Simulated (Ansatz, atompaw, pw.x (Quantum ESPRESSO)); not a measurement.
magnesium: one change to the PAW (atompaw) potential, in the atom and in the fcc crystal

```json
{"Element": "Mg (Z = 12)", "Generator": "atompaw 4.2.0.5", "Type": "PAW", "Functional": "PBEsol", "Relativity": "scalar-relativistic", "Frozen core": "[Ne]", "Valence charge": "2", "Reference configuration": "3s2 3p0", "Partial waves": "3s (bound); 3s channel at 4.65 Ry; 3p (bound, empty); 3p channel at 1.85 Ry; 3d channel at 0.25 Ry", "Local potential": "troulliermartins scheme with l = 3 at -0.5 Ry, radius 2.45 bohr", "Core correction": "smooth core density matched at 2.90 bohr", "Augmentation charge": "besselshape compensation charge, radius 3.00 bohr; PAW radius 3.00 bohr; waves and projectors: bloechl"}
```

Change: all radii scaled by about 1.25 (s 2.80, p 3.74, d 3.74 bohr); local potential troulliermartins scheme with l = 3 at -0.5 Ry, radius 3.06 bohr; augmentation besselshape compensation charge, radius 3.74 bohr; PAW radius 3.74 bohr; waves and projectors: bloechl; core correction smooth core density matched at 3.62 bohr.

Cutoffs, loose and tight: the cutoffs (Ry, on a coarse ladder) from which the occupation-weighted sum of valence levels, in a spherical-Bessel basis at the reference potential, stays within 10 and 1 mRy of its value at 400 Ry. They see the waves and projectors alone, not the compensation charge or the core.

Crystal test: fcc Mg in pw.x 7.5, no spin, 13³ k-points, Fermi–Dirac smearing 0.01 Ry, cutoffs set for each file from its atomic test. The reference is all-electron LAPW (Ansatz 0.2.0) with the same functional, mesh and smearing; V0 and B0 come from Birch–Murnaghan fits to the pressures at five volumes. Errors are pseudo minus all-electron; Δ is the rms difference of the E(V) curves that follow from these fits, minima aligned, over ±6 % about the mean V0. Mesh and smearing are coarse, so the numbers serve the comparison and aren't converged zero-temperature values; the lattice is a test structure that the element need not adopt.

All-electron: a0 = 4.495 Å (V0 = 22.71 Å³/atom), B0 = 36.4 GPa.

Question: Does the change bring the crystal closer to the all-electron result?

Answer: The mean pressure error goes from +0.12 to -0.22 GPa, so the change moves the solid further from the all-electron pressures.

```csv
quantity,base,changed
outcome (atom),generated,generated
"cutoff, loose (atom)",6 Ry,6 Ry
"cutoff, tight (atom)",6 Ry,6 Ry
bound ghosts (atom),none,none
cutoffs in pw.x (Ry),40/400,40/400
a0 (Å),4.500,4.486
a0 error (%),+0.11,-0.20
B0 error (%),+0.7,+2.4
Δ (meV/atom),0.6,1.1
mean pressure error (GPa),+0.12,-0.22
```

Changed file: The largest radius (3.74 bohr) exceeds half the bond length (3.00 bohr), so the spheres overlap, which is one possible source of error among others. The atomic cutoffs weigh occupied waves only.
